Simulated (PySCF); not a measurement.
Rock-salt LiCl: correlation energy from several methods in one and the same small orbital space (PySCF; 2 atoms at the zone centre, 8 electrons in 16 orbitals, empty ones MP2 natural orbitals of a TZ basis, lattice constant set to 7.70985 Å). Its volume lies 237 % above that of the crystal's usual cell. It tests the methods against each other and lies far from the crystal's limit.

Full CI gives -2.4413 eV per atom.

### Question
What share of it do MP2, CCSD, CCSD(T), CCSDT, CCSDT(Q), CCSDTQ recover?

### Answer
MP2 87.2 %; CCSD 98.2 %; CCSD(T) 99.7 %; CCSDT 99.8 %; CCSDT(Q) 100.0 %; CCSDTQ 100.0 %.

```json
[
 {"method": "MP2", "E_corr (eV per atom)": "-2.1294", "share of full CI (%)": "87.2", "error (meV)": "312"},
 {"method": "CCSD", "E_corr (eV per atom)": "-2.3969", "share of full CI (%)": "98.2", "error (meV)": "44"},
 {"method": "CCSD(T)", "E_corr (eV per atom)": "-2.4332", "share of full CI (%)": "99.7", "error (meV)": "8"},
 {"method": "CCSDT", "E_corr (eV per atom)": "-2.4364", "share of full CI (%)": "99.8", "error (meV)": "5"},
 {"method": "CCSDT(Q)", "E_corr (eV per atom)": "-2.4408", "share of full CI (%)": "100.0", "error (meV)": "1"},
 {"method": "CCSDTQ", "E_corr (eV per atom)": "-2.4411", "share of full CI (%)": "100.0", "error (meV)": "0"},
 {"method": "full CI", "E_corr (eV per atom)": "-2.4413", "share of full CI (%)": "100.0", "error (meV)": "0"}
]
```

The Hartree–Fock determinant has a weight of 0.92 in the full CI state.

MP2, (T) and (Q) use filled levels shifted down by the Madelung term, which in so small a cell is a large part of the gap, so these rows hang on it.
